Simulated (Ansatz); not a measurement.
in.yaml

```yaml
crystal:
  periodic: [false, false, false]
  atoms:
    - {symbol: P, position_ang: [0.000000, -0.054630, 0.000000]}
    - {symbol: H, position_ang: [0.000000, 0.839380, -1.098119]}
    - {symbol: H, position_ang: [0.000000, 0.839380, 1.098119]}
basis:
  gaussian: {orbitals: aug-cc-pVDZ}
total_charge: 1
magnetization: {spin_polarized: false, initial_magnetization: 2}
correlation: {active_space: {ras: {orbitals: [7, 2, 36], electrons: 16, max_holes: 2, max_particles: 2}, fixed_orbitals: true}}
```

```sh
$ ansatz run in.yaml --threads 1 --pin off --events-out ev --progress --plain --max-ram 2393MiB
```

(1) Roughly how long does this take on 1 thread of Arm Neoverse V1, shared host, and how much host memory?

```
446 factors; integrals over basis functions are off by at most 1.2e-3 eV
mean field evaluation 1: about -9292.6090 eV, gradient 7.9e0 eV
mean field evaluation 2: about -9292.6090 eV, gradient 7.9e0 eV
mean field evaluation 4: about -9293.1838 eV, gradient 7.9e-1 eV
mean field evaluation 8: about -9293.1935 eV, gradient 1.1e-3 eV
mean field -9293.19354890 eV, -341.5185637693 hartree, gradient 2.8e-6 eV, S^2 2.000000; 0 other end points of the search recorded, 0 dependent functions left out
reference -9293.19354890 eV, -341.5185637693 hartree; 9, 7 occupied and 36, 38 virtual orbitals, 446 factors
state -9296.27811690 eV, -341.6319195525 hartree
Total energy: -9296.27811690 eV, -341.6319195525 hartree
```

Natural occupations: 2.0000 1.9999 1.9997 1.9997 1.9997 1.9630 1.9511 0.9952 0.9897 0.0238 0.0226 0.0096 0.0093 0.0087 0.0064 0.0061 0.0030 0.0027 0.0020 0.0018 0.0016 0.0010 0.0008 0.0006.

## Answers

(1) 8.5 s wall and 0.14 GiB.
